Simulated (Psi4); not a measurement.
# BH3S2 (SMILES SBS): MP3/aug-cc-pVDZ (Cholesky decomposition)

Aim: the energy difference between two shapes of BH3S2 at MP3/aug-cc-pVDZ (Cholesky decomposition), from 2 runs. 

Program for the calculation: Psi4 1.11.

2 further runs of the same task are left out: 1 that didn't finish, 1 set aside as unsound or not needed.

## (1) The structure to begin with

BH3S2 has 6 atoms, charge 0, and is taken as a singlet. SMILES: `SBS`. Geometry: relaxed at PBE0-D4/def2-TZVP. This is one conformer, not always the lowest.

Bond lengths: S1–B2 1.783 Å, B2–S3 1.787 Å, S1–H4 1.346 Å, B2–H5 1.190 Å, S3–H6 1.342 Å. Angles: S1–B2–S3 122.5°, S1–B2–H5 116.2°, S3–B2–H5 121.4°, B2–S1–H4 98.9°, B2–S3–H6 97.3°.

## (2) A single-point energy at MP3/aug-cc-pVDZ (Cholesky decomposition)

Contents of bh3s2.dat:

```
memory 1600 MB

molecule geom {
  S     -0.819900    -0.605200    -1.516500
  B      0.091400    -0.453600     0.008900
  S      0.333100     1.114800     0.829800
  H     -1.145600     0.688100    -1.694600
  H      0.535500    -1.462200     0.457500
  H      1.047600     0.654100     1.868800
}

set {
  basis aug-cc-pVDZ
  scf_type cd
  freeze_core true
  mp_type conv
}

e_tot = energy("mp3")
print_variables()
```

Command:

```bash
psi4 -i bh3s2.dat -o bh3s2.out -n 1
```

bh3s2.out (excerpt; [...] marks lines left out):

```text
[...]
  Running in c1 symmetry.
[...]
  Nuclear repulsion =  119.768715267477347
[...]
  Multiplicity = 1
[...]
  Nalpha       = 20
  Nbeta        = 20
[...]
    Number of basis functions: 104
[...]
   @RHF iter   1:  -821.50063591541539   -3.92675e-01   2.29992e-03 ADIIS/DIIS
[...]
   @RHF iter  11:  -821.55795392938762   -1.72804e-11   7.11945e-09 DIIS
[...]
    Orbital Energies [Eh]
    ---------------------
    Doubly Occupied:
       1A    -91.969528     2A    -91.967462     3A     -8.974164
       4A     -8.971954     5A     -7.662938     6A     -6.656116
       7A     -6.654768     8A     -6.653925     9A     -6.653340
      10A     -6.652467    11A     -6.651090    12A     -1.021493
      13A     -0.972125    14A     -0.679252    15A     -0.600322
      16A     -0.543027    17A     -0.469211    18A     -0.456358
      19A     -0.437283    20A     -0.375009
[...]
  @RHF Final Energy:  -821.55795392938762
   => Energetics <=
    Nuclear Repulsion Energy =            119.7687152674773472
    One-Electron Energy =               -1372.6096736968238474
    Two-Electron Energy =                 431.2830044999589632
    Total Energy =                       -821.5579539293876223
[...]
 Multipole Moments:
 ------------------------------------------------------------------------------------
     Multipole            Electronic (a.u.)      Nuclear  (a.u.)        Total (a.u.)
 ------------------------------------------------------------------------------------
 L = 1.  Multiply by 2.5417464519 to convert [e a0] to [Debye]
 Dipole X            :         -0.4850563            0.6561935            0.1711372
 Dipole Y            :          0.0153426            0.0595063            0.0748488
 Dipole Z            :         -0.7864761            1.0857936            0.2993175
 Magnitude           :                                                    0.3528190
[...]
	SCS-MP2 Total Energy (a.u.)        :  -821.92965354907892
	SOS-MP2 Total Energy (a.u.)        :  -821.92807901367041
[...]
	SOS-PI-MP2 Total Energy (a.u.)     :  -821.95655017399986
[...]
	MP2 Total Energy (a.u.)            :  -821.93280261989594
[...]
	SCS-MP3 Total Energy (a.u.)        :  -821.93936868157095
[...]
	MP3 Total Energy (a.u.)            :  -821.97166314986396
[...]
```

It took 20 s on 1 thread of Intel Xeon 6975P-C (Granite Rapids), shared host; peak memory 1.1 GiB.

## (3) The distorted shape at the same level

Contents of job.py:

```python
import psi4

psi4.set_memory(1600000000)
psi4.set_num_threads(1)
psi4.core.set_output_file('bh3s2.out', False)

molecule = psi4.geometry("""
S
B 1 1.772077
S 2 1.757252 1 126.69161
H 1 1.340408 2 98.7663 3 -2.53959
H 2 1.254159 3 115.7237 4 -170.43422
H 3 1.26589 2 103.16637 5 4.20034
""")

options = {'basis': 'aug-cc-pVDZ', 'scf_type': 'cd', 'freeze_core': True, 'mp_type': 'conv'}
psi4.set_options(options)

e_tot = psi4.energy("mp3", molecule=molecule)
print(f'mp3 energy: {e_tot:.10f} Eh')
```

Command:

```bash
python job.py
```

bh3s2.out (excerpt; [...] marks lines left out):

```text
[...]
  Running in c1 symmetry.
[...]
  Nuclear repulsion =  120.176942631048803
[...]
  Multiplicity = 1
[...]
  Nalpha       = 20
  Nbeta        = 20
[...]
    Number of basis functions: 104
[...]
   @RHF iter   1:  -821.49295483452568   -3.19348e-01   2.30298e-03 ADIIS/DIIS
[...]
   @RHF iter  11:  -821.54938415856236   -1.98952e-11   7.72514e-09 DIIS
[...]
    Orbital Energies [Eh]
    ---------------------
    Doubly Occupied:
       1A    -91.970044     2A    -91.962937     3A     -8.974763
       4A     -8.970736     5A     -7.664965     6A     -6.656742
       7A     -6.655288     8A     -6.653840     9A     -6.653098
      10A     -6.651273    11A     -6.649904    12A     -1.029453
      13A     -0.982955    14A     -0.681015    15A     -0.612664
      16A     -0.541303    17A     -0.476693    18A     -0.446843
      19A     -0.436753    20A     -0.377569
[...]
  @RHF Final Energy:  -821.54938415856236
   => Energetics <=
    Nuclear Repulsion Energy =            120.1769426310488029
    One-Electron Energy =               -1373.3549820777511741
    Two-Electron Energy =                 431.6286552881399530
    Total Energy =                       -821.5493841585623613
[...]
 Multipole Moments:
 ------------------------------------------------------------------------------------
     Multipole            Electronic (a.u.)      Nuclear  (a.u.)        Total (a.u.)
 ------------------------------------------------------------------------------------
 L = 1.  Multiply by 2.5417464519 to convert [e a0] to [Debye]
 Dipole X            :         -0.2550577            0.2772883            0.0222306
 Dipole Y            :         -0.1274345            0.0410596           -0.0863748
 Dipole Z            :         -0.9689660            1.2803440            0.3113781
 Magnitude           :                                                    0.3238998
[...]
	SCS-MP2 Total Energy (a.u.)        :  -821.92040880342881
	SOS-MP2 Total Energy (a.u.)        :  -821.91877858448333
[...]
	SOS-PI-MP2 Total Energy (a.u.)     :  -821.94719354032338
[...]
	MP2 Total Energy (a.u.)            :  -821.92366924131943
[...]
	SCS-MP3 Total Energy (a.u.)        :  -821.93010504762810
[...]
	MP3 Total Energy (a.u.)            :  -821.96245421811648
[...]
```

Standard output:

```text
mp3 energy: -821.9624542181 Eh
```

Wall time 15 s (1 thread of Intel Xeon 6975P-C (Granite Rapids), shared host); peak memory 1.1 GiB.

## (4) Outcome

Level: MP3/aug-cc-pVDZ (Cholesky decomposition), 11 core orbitals frozen.

```
                                                     quantity          value
                                    first shape: total energy  -821.97166 Eh
             first shape: HOMO energy (Hartree–Fock orbitals)      -10.20 eV
             first shape: LUMO energy (Hartree–Fock orbitals)        1.02 eV
           first shape: HOMO–LUMO gap (Hartree–Fock orbitals)       11.23 eV
    first shape: correlation energy (11 core orbitals frozen)     -413.7 mEh
                                distorted shape: total energy  -821.96245 Eh
         distorted shape: HOMO energy (Hartree–Fock orbitals)      -10.27 eV
         distorted shape: LUMO energy (Hartree–Fock orbitals)        1.04 eV
       distorted shape: HOMO–LUMO gap (Hartree–Fock orbitals)       11.31 eV
distorted shape: correlation energy (11 core orbitals frozen)     -413.1 mEh
                       energy change with the atoms displaced       0.251 eV
```

In words: With the atoms displaced the energy rises by 0.25 eV (24.2 kJ/mol). The first shape isn't relaxed at this level, so the change isn't measured from a minimum.
